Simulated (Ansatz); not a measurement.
Two structures of AlNH6O, closed shell, reached by relaxing down either side of one saddle point (PBE0-D4/def2-TZVP). Energies are electronic, without zero-point energy. Computed with Ansatz 0.2.0 (basis: def2-TZVPP and def2-QZVPP); correlated methods freeze the cores. Extrapolation: Hartree–Fock as exp(−7.88 √X), correlation as X^−2.97. First:

Al1  (-0.623, -0.192, -0.626)
O2  (0.723, 0.599, -1.388)
H3  (-0.774, -1.773, -0.840)
H4  (-1.960, 0.663, -0.407)
H5  (1.183, 0.418, 0.938)
N6  (0.316, -0.057, 1.181)
H7  (0.775, 0.793, -2.320)
H8  (0.541, -0.953, 1.598)
H9  (-0.181, 0.503, 1.865)
(Å)

Second:

```tsv
atom	x (Å)	y (Å)	z (Å)
Al1	-0.8236	-0.2586	-0.2704
O2	0.6408	0.8146	-1.1397
H3	-0.7076	-1.6379	-1.0669
H4	-2.1142	0.6636	-0.3446
H5	1.1216	0.7365	-0.2785
N6	0.1933	-0.1484	1.2569
H7	1.1548	0.3734	-1.8239
H8	0.6368	-0.9730	1.6359
H9	-0.1017	0.4294	2.0312
```

Task: Which bonds change from the first to the second?

Result: AlH₃O ([OH][AlH2]) + NH₃ → AlNH₄ ([NH2][AlH2]) + H₂O (still joined by a long Al–O bond); bonds formed: O2–H5; dative contacts that become bonds: Al1–N6; bonds broken: H5–N6; bonds weakened to dative contacts: Al1–O2.

Task: Give the saddle point's structure and its height above each. (To be estimated.)

Result: Computed: 1.031 eV above the first and 0.148 eV above the second (CCSD(T) at an estimated basis limit (MP2 extrapolated from triple and quadruple zeta, plus CCSD(T) − MP2 in triple zeta)).
Al1  (-0.846, -0.243, -0.387)
O2  (0.632, 0.790, -1.059)
H3  (-0.784, -1.684, -1.064)
H4  (-2.159, 0.645, -0.351)
H5  (0.916, 0.543, -0.002)
N6  (0.275, -0.086, 1.143)
H7  (1.231, 0.426, -1.716)
H8  (0.719, -0.909, 1.527)
H9  (0.016, 0.518, 1.911)
(Å)

No T1 diagnostic of these runs exceeds 0.010.

Labels in which every atom is bracketed show which atoms are joined, not bond orders.

For scale, one of the runs: CCSD(T)/def2-TZVPP, 188 basis functions (an equivalent command: `ansatz run in.yaml --threads 2`). The run took 39 s on 2 CPU threads (shared host), with 1.9 GiB of host memory at its peak.
